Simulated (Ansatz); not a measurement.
# C2H3Cl: how energies converge with the basis set

One table from this session's results is given with a row withheld; the runs are named, their logs left out.

Method: one geometry, several basis sets; program: Ansatz 0.2.0, Gaussian basis.

The runs, in order: PBE0-D4/def2-SVP; ωB97M-V/def2-SVP; PBE0-D4/def2-QZVPP; ωB97M-V/def2-QZVPP; CCSD(T)/cc-pV(D+d)Z; CCSD(T)/cc-pV(T+d)Z; CCSD(T)/cc-pV(Q+d)Z; the functionals' def2-TZVPP values are taken from earlier runs.

**The geometry**

All runs share one geometry, relaxed beforehand with PBE0-D4 in a triple-zeta def2 set.

SMILES `C=CCl`, 6 atoms, charge 0, spin multiplicity 1.

Atoms are counted from 1 here; the program's logs count them from 0.

Bond lengths: C1–C2 1.320 Å, C1–H4 1.083 Å, C1–H5 1.083 Å, C2–Cl3 1.721 Å, C2–H6 1.083 Å. Angles: C2–C1–H4 122.2°, C2–C1–H5 119.4°, H4–C1–H5 118.4°, C1–C2–Cl3 123.5°, C1–C2–H6 123.6°, Cl3–C2–H6 112.9°.

Geometry (Å):

```xyz
6
C2H3Cl
C    -0.4551    0.1912   -0.5467
C     0.3856   -0.0222    0.4480
Cl    0.9049   -1.5900    0.9319
H    -0.8766   -0.6185   -1.1286
H    -0.7380    1.2067   -0.7958
H     0.8212    0.7688    1.0451
```

Set-up of the first run:

in.yaml reads:

```yaml
crystal:
  periodic: [false, false, false]
  atoms:
    - {symbol: C, position_ang: [-0.455118, 0.191238, -0.546725]}
    - {symbol: C, position_ang: [0.385624, -0.022196, 0.447963]}
    - {symbol: Cl, position_ang: [0.904852, -1.590036, 0.931928]}
    - {symbol: H, position_ang: [-0.876596, -0.618495, -1.128597]}
    - {symbol: H, position_ang: [-0.738037, 1.206707, -0.795823]}
    - {symbol: H, position_ang: [0.821177, 0.768781, 1.045054]}
basis:
  gaussian: {orbitals: def2-SVP}
hamiltonian: {xc: pbe0, dispersion: d4}
output: {orbitals: {seedname: orbitals}}
```

Launch:

```sh
$ ansatz run in.yaml --threads 4 --pin off --events-out ev --progress --plain --max-ram 10444MiB
```

Among the steps run: PBE0-D4 in def2-SVP; ωB97M-V in def2-SVP; PBE0-D4 in def2-QZVPP; ωB97M-V in def2-QZVPP.

One of the session's tables, all rows but one given; the rest of the session is left out.

It belongs to the step «Density functionals: the series». 

| functional | basis | HOMO (eV) | LUMO (eV) |
| --- | --- | --- | --- |
| PBE0-D4 | def2-SVP | -7.45 | 0.03 |
| PBE0-D4 | def2-TZVPP | ? | ? |
| PBE0-D4 | def2-QZVPP | -7.60 | -0.35 |
| ωB97M-V | def2-SVP | -9.62 | 2.31 |
| ωB97M-V | def2-TZVPP | -9.77 | 1.89 |
| ωB97M-V | def2-QZVPP | -9.80 | 1.71 |

Estimate the missing values for PBE0-D4, def2-TZVPP.

The run gave: HOMO (eV): -7.57; LUMO (eV): -0.26. In the column «HOMO (eV)» it lies between PBE0-D4, def2-QZVPP (-7.60) and PBE0-D4, def2-SVP (-7.45).
